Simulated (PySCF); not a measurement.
## Working with the constants of PH

UHF-CCSD(T) constants of PH, ³Σ⁻ (triplet), unpaired electrons π ↑↑ (P 6-311G(d,p), H 6-311G(d,p); no relativity (PySCF 2.14); masses 30.9738 and 1.0078 u):

- ωe: 2376.1 cm⁻¹
- ωexe: 45.5 cm⁻¹
- Be: 8.4826 cm⁻¹
- αe: 0.252 cm⁻¹
- D (centrifugal): 0.000432 cm⁻¹
- De to P + H: 2.90 eV

Question: Give the vibrational terms G(v) and spacings up to v = 6.

Answer: G(v) = ωe(v+½) − ωexe(v+½)².

```json
{"v": "0", "G(v) (cm⁻¹)": "1177", "G(v) − G(v−1)": "", "Bv (cm⁻¹)": "8.357"}
{"v": "1", "G(v) (cm⁻¹)": "3462", "G(v) − G(v−1)": "2285", "Bv (cm⁻¹)": "8.105"}
{"v": "2", "G(v) (cm⁻¹)": "5656", "G(v) − G(v−1)": "2194", "Bv (cm⁻¹)": "7.853"}
{"v": "3", "G(v) (cm⁻¹)": "7759", "G(v) − G(v−1)": "2103", "Bv (cm⁻¹)": "7.601"}
{"v": "4", "G(v) (cm⁻¹)": "9771", "G(v) − G(v−1)": "2012", "Bv (cm⁻¹)": "7.349"}
{"v": "5", "G(v) (cm⁻¹)": "11692", "G(v) − G(v−1)": "1921", "Bv (cm⁻¹)": "7.097"}
{"v": "6", "G(v) (cm⁻¹)": "13522", "G(v) − G(v−1)": "1830", "Bv (cm⁻¹)": "6.845"}
```

Question: How well does the Morse estimate ωe²/(4ωexe) reproduce De, and what is D0?

Answer: It gives 3.85 eV, 133 % of the computed De. D0 = De − G(0) = 2.90 − 0.15 = 2.75 eV.

Correlated steps freeze 5 core orbitals. The state was picked by a PBE0 search and need not be the measured ground state.
